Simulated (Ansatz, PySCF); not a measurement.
Process, species as SMILES: FF [molecular fluorine] -> FF as doublet, charge +1 + e-

Wanted: adiabatic ionisation energy (0 K, with zero-point energies), in eV. Terms: non-relativistic; LANL2DZ all-electron up to Ne; spin-orbit terms left out; 6-31G* and kin with 6d, 5d where marked; UHF or UKS for open shells; 6-311+G** with 5d; frozen cores in correlated levels. Ab initio and DFT rows: single points at B3LYP-D3(BJ) geometries (Ansatz, a first-principles code), with unscaled harmonic terms from B3LYP/6-31G* at its own minima. A UHF reference is markedly spin-contaminated in at least one set, which strains HF and MP2. The Hartree-Fock reference of FF, FF as doublet, charge +1 is unstable towards a lower, spin-broken solution.

Measured values: CCCBDB table in ASE; they hold spin-orbit and core effects. 

Value to compare with, the measured value: 15.70 eV.

```tsv
level	program	adiabatic ionisation energy (0 K, with zero-point energies) (eV)	error
HF/LANL2DZ	Ansatz	15.67	-0.03
HF/6-31G*	Ansatz	15.01	-0.69
SVWN5/6-31G*	Ansatz	15.00	-0.70
PBE/LANL2DZ	Ansatz	15.62	-0.08
B3LYP/LANL2DZ	Ansatz	16.15	0.45
B3LYP/6-31G	Ansatz	16.05	0.35
B3LYP/6-31G*	Ansatz	15.35	-0.35
PBE0/6-31G*	Ansatz	15.27	-0.43
MP2/6-31G*	Ansatz	16.43	0.73
MP2/6-311+G**	Ansatz	16.74	1.04
B3LYP/def2-TZVPD	Ansatz	15.65	-0.05
M06-2X/def2-TZVPD	PySCF	15.78	0.08
```

Among the 10 habitual levels, MP2/6-311+G** lies farthest from the measured value (1.04 eV); 4 of 10 lie above it, and their mean absolute error is 0.48 eV, the median 0.44. One case shows no general order.

The levels are drawn from those run, B3LYP/6-31G* more often than the rest, none by its result; runs whose electronic state is in doubt are left out.
